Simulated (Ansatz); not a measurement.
# BS (quartet): the correlation ladder, 6-31G

Aim: climb from Hartree-Fock through coupled cluster and multireference methods for BS (quartet) at one geometry and basis, and see what each rung misses.

Method: 6-31G, core rule «outside noble gas», up to 6 orbitals frozen; program: Ansatz 0.2.0, Gaussian basis.

Plan: UHF; CCSD(T) on ROHF; CCSD(T) on UHF; BCCD(T) on ROHF; CISD; CCSDT(Q) on ROHF; CCSDT(Q) on UHF; CISDTQ; CCSDTQ on ROHF; CCSDTQ on UHF; CASSCF and MRCISD+Q, 9 electrons in 8 orbitals; CASSCF and NEVPT2, 9 electrons in 8 orbitals; Full CI.

19 further runs of the same task are left out: 9 that didn't finish, 10 set aside as unsound or not needed.

### Step 1. The geometry

The geometry is a PBE0/def2-TZVP stationary point (not a proven minimum) of the parent state, kept for this charge and spin.

2 atoms, charge 0, spin multiplicity 4.

Atoms are counted from 1 here; the program's logs count them from 0.

Bond lengths: B1–S2 1.608 Å.

### Step 2. UHF

File in.yaml:

```yaml
crystal:
  periodic: [false, false, false]
  atoms:
    - {symbol: B, position_ang: [0.000000, 0.000000, 0.000000]}
    - {symbol: S, position_ang: [0.000000, 0.000000, 1.607700]}
basis:
  gaussian: {orbitals: 6-31G}
magnetization: {spin_polarized: true, initial_magnetization: 3}
hamiltonian: {xc: hf}
output: {orbitals: {seedname: orbitals}}
```

Started as:

```console
> ansatz run in.yaml --threads 1 --pin off --events-out ev --progress --plain --max-ram 2393MiB
```

The runs that follow: CCSD(T) on ROHF; CCSD(T) on UHF; BCCD(T) on ROHF; CISD; CCSDT(Q) on ROHF; CCSDT(Q) on UHF; CISDTQ; CCSDTQ on ROHF; CCSDTQ on UHF; CASSCF and MRCISD+Q, 9 electrons in 8 orbitals; CASSCF and NEVPT2, 9 electrons in 8 orbitals; Full CI.

Before running them: what should the planned runs give, taken together? Wanted: FCI below the RHF energy; RMP2 from FCI; UMP2 from FCI; RCCSD from FCI; RCCSD(T) from FCI; UCCSD(T) from FCI; RCCSDT(Q) from FCI; UCCSDT(Q) from FCI; NEVPT2 valence from FCI.

As calculated:

```
                         quantity                                                                                             value
         FCI below the RHF energy                                                                                        -2.2564 eV
                    RMP2 from FCI                                                                                        +831.1 meV
                    UMP2 from FCI                                                                                        +814.3 meV
                   RCCSD from FCI                                                                                        +303.4 meV
                RCCSD(T) from FCI                                                                                        +167.5 meV
                UCCSD(T) from FCI                                                                                        +166.6 meV
               RCCSDT(Q) from FCI                                                                                          -2.1 meV
               UCCSDT(Q) from FCI                                                                                          -3.6 meV
          NEVPT2 valence from FCI                                                                                        +299.3 meV
        MRCISD+Q valence from FCI                                                                                          +7.7 meV
levels within 1 kcal/mol (43 meV)  RCCSDT, UCCSDT, CISDTQ, RCCSDT(Q), UCCSDT(Q), RCCSDTQ, UCCSDTQ, MRCISD valence, MRCISD+Q valence
                    T1 diagnostic                                                                                             0.027
   effectively unpaired electrons                                                                                              3.39
```

In words: RCCSD(T) misses by +167.5 meV, 7.4 % of the correlation energy. RCCSDT(Q), UCCSDT(Q) fall below full CI: unrestricted runs freeze a spin-polarised core, another one than full CI's, and coupled cluster isn't variational. The occupations show some static correlation. Of the multireference levels listed MRCISD+Q valence comes nearest in total energy (+7.7 meV), which doesn't show that its space is the better one. These misses are within one basis, not against nature; the frozen cores of restricted and unrestricted runs differ, which can shift their rows.
